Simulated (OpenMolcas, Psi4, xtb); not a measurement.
**CH2S (methanethial): methods side by side**

CH2S: 4 atoms, total charge 0, spin state singlet. SMILES: `C=S`. The shape is that of a PBE0-D4/def2-TZVP optimisation.

```xyz
4

C    -0.0961   -0.0335   -0.0402
S     1.3084    0.4565    0.5471
H    -0.9721   -0.1773    0.5931
H    -0.2402   -0.2457   -1.1000
```

Quantity: the dipole moment, in D. The values are calculated.

**What was measured.** NIST CCCBDB gives the dipole moment of the gas as 1.65 D.

```tsv
level	kind	program	value (D)	computed − measured	CPU time
GFN2-xTB	semi-empirical	xtb	2.19	+0.54	under 2 s
HF/def2-TZVPP	Hartree–Fock	Psi4	2.09	+0.44	7.7 s
SVWN5/def2-TZVPP	LDA	Psi4	1.62	-0.03	21 s
PBE/def2-TZVPP	GGA	OpenMolcas	1.61	-0.04	26 s
r2SCAN/def2-TZVPP	meta-GGA	OpenMolcas	1.75	+0.10	37 s
M06-2X/def2-TZVPP	hybrid meta-GGA	OpenMolcas	1.67	+0.02	35 s
CAM-B3LYP/def2-TZVPP	range-separated hybrid	Psi4	1.73	+0.08	49 s
HSE06/def2-TZVPP	range-separated hybrid	Psi4	1.72	+0.07	61 s
```

Nearest: M06-2X/def2-TZVPP (+0.02 D); farthest: GFN2-xTB (+0.54 D). The measured dipole is a vibrational average, so differences of a few hundredths of a debye mean little. Computed less measured by kind, in D (def2-TZVPP rows): semi-empirical +0.54; Hartree–Fock +0.44; LDA -0.03; GGA -0.04; meta-GGA +0.10; global hybrid +0.02; range-separated hybrid +0.07 to +0.08. Magnitudes only. Times are those of the runs behind each value, whatever else they computed, on shared processors of several kinds: orders of magnitude only.
